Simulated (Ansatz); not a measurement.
[CH₃···H···NH], triplet: reading a ladder of total energies

Geometry: a point of a hydrogen-transfer path between rigid fragments, not a stationary point.

```xyz
7

C    -1.1677    0.0326    0.0000
H    -1.5309    1.0599    0.0000
H    -1.5309   -0.4811    0.8897
H    -1.5309   -0.4811   -0.8897
H     0.1043    0.0326    0.0000
N     1.2173    0.0326    0.0000
H     1.4864   -0.9716    0.0000
```

Basis cc-pVDZ; Ansatz 0.2.0. Correlated methods freeze the noble-gas cores, which leaves 14 electrons in 51 orbitals. Prefix R: restricted or restricted open-shell reference; prefix U: unrestricted.

Full CI isn't at hand for all of this; UCCSDT(Q) serves as the reference, and is uncertain by about the last step of the cluster series.

Runs differ by some tens of microhartree through their thresholds and, for an open shell, their frozen cores, so steps under 0.03 kcal/mol mean nothing.

```csv
level,total energy (hartree)
UHF,-95.089141
UMP2,-95.377038
UCCSD,-95.418080
UCCSD(T),-95.425581
UCCSDT,-95.426468
UCCSDT(Q),-95.426928
```

Task: What is the correlation energy at UCCSDT(Q), and what share of it do UMP2 and UCCSD recover?

Result: E(corr) = -95.426928 − (-95.089141) = -0.337787 hartree = -9.192 eV. UMP2: -0.287897 / -0.337787 = 85.23 %. UCCSD: -0.328939 / -0.337787 = 97.38 %.

Task: By how many kcal/mol does UCCSD(T) miss UCCSDT(Q) (1 hartree = 627.509 kcal/mol), and which steps make up the rest?

Result: -95.425581 − (-95.426928) = 0.001347 hartree = 0.85 kcal/mol. Steps: UCCSDT − UCCSD(T) = -0.56, UCCSDT(Q) − UCCSDT = -0.29 kcal/mol. Differences between like states or geometries often cancel part of this.
